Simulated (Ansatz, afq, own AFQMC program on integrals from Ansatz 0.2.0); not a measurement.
SiGeH, quartet: a scan with AFQMC

```yaml
atoms:
  - { symbol: Si, position_ang: [0.0000, 0.0406, 1.7372] }
  - { symbol: Ge, position_ang: [0.0000, -0.0362, -0.6556] }
  - { symbol: H, position_ang: [0.0000, 1.4755, -1.1562] }
```

The Si1–Ge2 distance is changed with both sides rigid. Energies in kJ/mol count from this geometry (2.394 Å) at the same level; the start stands on UHF, each point on the determinant named.

Basis cc-pVDZ. Noble-gas cores (and the filled d shells of Ga–Kr and In–Xe) are frozen. AFQMC by an in-house program on the Cholesky factors that Ansatz 0.2.0 writes for its CCSD(T) run. ph-AFQMC/CISD is guided by a CISD state made of CCSD amplitudes; releasing the constraint for a short imaginary time cuts its bias at the price of noise, slowly where states lie close. Uncertainties: one standard error, sampling alone. No spin–orbit coupling.

Cautions, each for one point or more: higher spins were not checked; inner d shell frozen; lower spins were not checked; no relativity below Rb; no spin-orbit coupling; strong correlation; the ph-AFQMC/CISD walk drifts between its halves.

```
r(Si1–Ge2) / Å  det.     T1  weight  ⟨S²⟩  r2SCAN  wB97M-V  CCSD(T)
         2.207   UHF  0.034    0.85  3.77    20.0     20.4     27.9
         2.646   UHF  0.025    0.86  3.78    16.1     16.8     11.2
         3.241   UHF  0.059    0.81  3.78    98.0    106.5     94.6
         4.421   UHF  0.014    0.88  3.77   199.4    173.7    155.2
         6.438   UHF  0.012    0.88  3.77   217.6    181.7    162.8
```

Task: Estimate the curve of CCSDT(Q), counted from the same start.

Result: 
```csv
r(Si1–Ge2) / Å,det.,T1,weight,⟨S²⟩,CCSDT(Q),ph-AFQMC/CISD
2.207,UHF,0.034,0.85,3.77,28.3,24.9 ± 1.4
2.646,UHF,0.025,0.86,3.78,10.6,13.2 ± 1.3
3.241,UHF,0.059,0.81,3.78,86.6,92.0 ± 1.6
4.421,UHF,0.014,0.88,3.77,156.9,156.1 ± 1.2
6.438,UHF,0.012,0.88,3.77,166.2,162.0 ± 1.3
```

Weight is that of the determinant in the CISD state; at the start T1 is 0.030 and the weight 0.85, and ⟨S²⟩ is 3.77. Largest departures from CCSDT(Q), at the points where its series has closed: CCSD(T) -3.4 kJ/mol at 6.438 (on UHF), ph-AFQMC/CISD -4.2 kJ/mol at 6.438 (on UHF), r2SCAN 51.4 kJ/mol at 6.438, wB97M-V 16.8 kJ/mol at 4.421. Functionals count only at points shown to share the start's state and spin. In this small basis the wave-function levels are far from their limit, so their gap to the functionals isn't the functionals' error. In total energy ph-AFQMC/CISD lies 40 ± 9 meV above CCSDT(Q) at the start, so its agreement along the curve rests in part on cancellation.

A walk keeps the symmetry of its determinant, which the program's search chose and which needn't be the lowest solution, so a lower state of the same spin and another symmetry isn't excluded.
